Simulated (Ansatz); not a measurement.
# bcc Na

Level of theory: PBEsol (plane waves, PAW; Ansatz, a first-principles code).

Run with plane-wave cutoff 500 eV, 10×10×1 k mesh (along the axes of the cell as run), Fermi–Dirac smearing 0.1 eV, scalar-relativistic PAW data made under PBE.

Cell: relaxed at this level.

| Quantity | Result |
|---|---|
| surface energy of the (311) face | 0.26 J/m² |
| work function of the (311) face | 2.67 eV |

The slab of 22 atoms is relaxed and unreconstructed.

The computed numbers hold no vibrational or temperature effects.

Cost on a shared machine: very roughly 110 core-minutes.
